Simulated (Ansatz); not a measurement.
Exact exchange and the vertical ionisation energy of C4H4N2 (pyrazine)

C4H4N2 has 10 atoms, charge 0, and is taken as a singlet. SMILES: `c1cnccn1`. Geometry: relaxed at PBE0-D4/def2-TZVP.

The vertical ionisation energy (to the doublet cation) y, in eV, basis cc-pVDZ; a is the functional's share of exact exchange. Programs: Ansatz 0.2.0.

```
functional  program     a  y (eV)
    r2SCAN   Ansatz     0    9.03
    revPBE   Ansatz     0    8.77
     B3LYP   Ansatz   0.2    9.28
      PBE0   Ansatz  0.25    9.35
   r2SCAN0   Ansatz  0.25       ?
     BHLYP   Ansatz   0.5    9.75
```

Fit y = c + s·a to the known rows and predict r2SCAN0.


1. Means of the 5 rows: a = 0.1900, y = 9.236.
2. Σ(Δa)² = 0.172, Σ(Δa·Δy) = 0.2943, so the slope is 0.2943/0.172 = 1.711.
3. Intercept: 9.236 − (1.711) × 0.1900 = 8.911. The largest residual of the fit is 0.14.
4. r2SCAN0: 8.911 + (1.711) × 0.25 = 9.34 eV.

The run gave 9.47 eV, so the prediction is off by -0.13 eV, within the scatter of the fit. The rows mix families of semi-local functionals, which the line can't see.
